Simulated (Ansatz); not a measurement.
AlH2(vinyl) (C2H5Al). Total charge 0; triplet. Geometry PBE0-D4/def2-TZVP, that of the neutral singlet.

Cartesian coordinates in Å:
```
Al -0.7291 -0.6827 1.0952
H -2.1816 -0.7567 1.7322
H 0.4739 -1.5308 1.6929
C -0.3307 0.4400 -0.4334
C 0.9164 0.4816 -0.9129
H -1.0720 1.0590 -0.9390
H 1.7182 -0.1073 -0.4713
H 1.2049 1.0969 -1.7637
```

At PBE0-D4/def2-TZVP a singlet of charge 0 lies 3.87 eV below the triplet at the same geometry.

(1) Estimate the α-spin orbital energies around the gap (eV) in Ansatz with PBE-D4/def2-TZVP, r2SCAN-D4/def2-TZVP, PBE0-D4/def2-TZVP.

Answers

(1) 
```csv
orbital,PBE-D4/def2-TZVP,r2SCAN-D4/def2-TZVP,PBE0-D4/def2-TZVP
HOMO−5,-10.82,-11.14,-12.35
HOMO−4,-9.30,-9.63,-10.76
HOMO−3,-9.04,-9.60,-10.52
HOMO−2,-7.24,-7.50,-8.52
HOMO−1,-6.79,-7.12,-8.11
HOMO,-3.52,-3.77,-4.40
LUMO,-1.56,-1.44,-0.86
LUMO+1,-0.06,0.28,0.72
LUMO+2,0.56,1.14,1.40
LUMO+3,1.03,1.61,1.81
LUMO+4,1.17,1.97,2.02
LUMO+5,2.39,3.19,3.25
β HOMO,-6.76,-7.10,-8.10
β LUMO,-6.60,-5.90,-5.09
```
